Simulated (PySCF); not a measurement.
# Atomic charges against the basis set

Species: C₅H₉N.
Cartesian coordinates in Å at the PBE0-D3(BJ)/def2-SVP level; atoms count from 1:
```
atom  x, y, z in Å
C1     0.8157    1.2387    0.0526
C2    -0.1216    0.0276    0.1502
C3    -0.9596   -0.1059   -1.1280
C4     0.6863   -1.2545    0.3956
C5    -1.0312    0.2317    1.2892
N6    -1.7422    0.3870    2.1895
H7     0.2486    2.1677   -0.1054
H8     1.4147    1.3524    0.9678
H9     1.5030    1.1044   -0.7968
H10   -1.6447   -0.9640   -1.0669
H11   -0.2924   -0.2564   -1.9906
H12   -1.5573    0.7997   -1.3074
H13    1.2812   -1.1793    1.3173
H14    0.0264   -2.1300    0.4815
H15    1.3731   -1.4193   -0.4485
```

PBE0 throughout (PySCF), one geometry, spherical d and f functions. Isolated species at its PBE0-D3(BJ)/def2-SVP geometry, gas phase. Atoms taken as equivalent share a column and are averaged.

Mulliken charges (e):

```csv
basis,functions,C1/C3/C4,C2,C5,N6,H7 (×9)
STO-3G,39,-0.226,+0.027,+0.068,-0.205,+0.088
6-31G,72,-0.455,-0.129,+0.177,-0.305,+0.180
6-31G*,102,-0.509,-0.071,+0.258,-0.369,+0.190
def2-SVP,129,+0.017,-0.473,-0.060,-0.018,+0.056
"6-311+G(2d,p)",216,-0.563,+0.665,-0.095,-0.326,+0.161
def2-TZVP,240,-0.378,+0.195,-0.285,-0.004,+0.136
```

IAO charges (e):

```csv
basis,functions,C1/C3/C4,C2,C5,N6,H7 (×9)
STO-3G,39,-0.381,-0.016,+0.070,-0.167,+0.140
6-31G,72,-0.423,+0.033,+0.117,-0.246,+0.152
6-31G*,102,-0.404,+0.028,+0.127,-0.253,+0.145
def2-SVP,129,-0.393,+0.025,+0.122,-0.244,+0.142
"6-311+G(2d,p)",216,-0.416,+0.028,+0.136,-0.265,+0.150
def2-TZVP,240,-0.416,+0.029,+0.134,-0.263,+0.150
```

Hirshfeld charges (e):

| basis | functions | C1/C3/C4 | C2 | C5 | N6 | H7 (×9) |
| --- | --- | --- | --- | --- | --- | --- |
| STO-3G | 39 | -0.035 | +0.082 | +0.027 | -0.186 | +0.020 |
| 6-31G | 72 | -0.093 | +0.066 | +0.066 | -0.231 | +0.042 |
| 6-31G* | 102 | -0.092 | +0.059 | +0.073 | -0.241 | +0.043 |
| def2-SVP | 129 | -0.105 | +0.054 | +0.083 | -0.233 | +0.046 |
| 6-311+G(2d,p) | 216 | -0.105 | +0.029 | +0.078 | -0.240 | +0.050 |
| def2-TZVP | 240 | -0.109 | +0.037 | +0.081 | -0.240 | +0.050 |

**Question.** Which scheme is steadiest as the basis changes?

**Answer.** Largest range over the bases for any column: Hirshfeld 0.07 e, IAO 0.10 e, Mulliken 1.14 e. Hirshfeld charges move least and Mulliken charges most, counted in e. Without the minimal STO-3G basis the ranges are Hirshfeld 0.04, IAO 0.03, Mulliken 1.14 e.

**Question.** How much do the charges still move between the two largest bases, 6-311+G(2d,p) and def2-TZVP?

**Answer.** At most, over all atoms: Mulliken 0.470 e, IAO 0.002 e, Hirshfeld 0.007 e.

**Question.** What do the same runs give for the total energy, the frontier levels and the dipole moment?

**Answer.** 
```
        basis  energy (Eh)  HOMO (eV)  LUMO (eV)  μ (D)
       STO-3G    -247.3451      -7.51       4.49   3.23
        6-31G    -250.3172      -9.09       1.38   4.03
       6-31G*    -250.3836      -8.91       1.43   3.97
     def2-SVP    -250.2048      -9.09       1.24   3.93
6-311+G(2d,p)    -250.4578      -9.18       0.04   4.19
    def2-TZVP    -250.4766      -9.15       0.65   4.14
```

The dipole is fixed by the density alone, so its range of 0.96 D shows that the density itself changes with the basis, not only its division among atoms.
